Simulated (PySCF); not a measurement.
Gas-phase reaction: 2 AlCl2NH2 + AlHCl2 + 2 H ⇌ 2 AlCl3.NH3 + AlH

Computed with PySCF (xtb for GFN2) and rigid-rotor harmonic-oscillator thermochemistry at 1 bar. † marks an energy on the PBE0/def2-TZVP geometry and frequencies; other levels use their own. MP2 and CCSD(T) freeze the core. 6-31G* has spherical d functions here. Open shells (unrestricted): H (multiplicity 2); the rest are closed-shell singlets. GFN2 has no spin-polarisation term. B3LYP is the form with VWN-RPA correlation. Adducts (AlCl3.NH3) have no counterpoise correction, and HF, PBE, BLYP, B3LYP and PBE0 lack dispersion. AlCl2NH2, AlHCl2: computed as isolated molecules; such fragments, hydroxides, amides, oligomers or adducts are transient or little studied in the gas. MP2 isn't extrapolated to the basis-set limit. CCSD(T) isn't extrapolated to the basis-set limit.

```csv
level,"ΔH°(298 K), kJ"
B3LYP/6-31G*,[?]
BLYP/def2-TZVP†,-379
CCSD(T)/def2-SVP†,[?]
GFN2-xTB,[?]
HF/6-31G*,-347
HF/def2-TZVP†,-310
M06-2X/def2-TZVP†,[?]
MP2/def2-SVP†,-399
PBE/def2-TZVP†,-389
PBE0/def2-TZVP,-401
```

Task: What belongs in the gaps?

Result: 
- B3LYP/6-31G*, ΔH°(298 K), kJ: -449
- CCSD(T)/def2-SVP†, ΔH°(298 K), kJ: -439
- GFN2-xTB, ΔH°(298 K), kJ: -265
- M06-2X/def2-TZVP†, ΔH°(298 K), kJ: -417
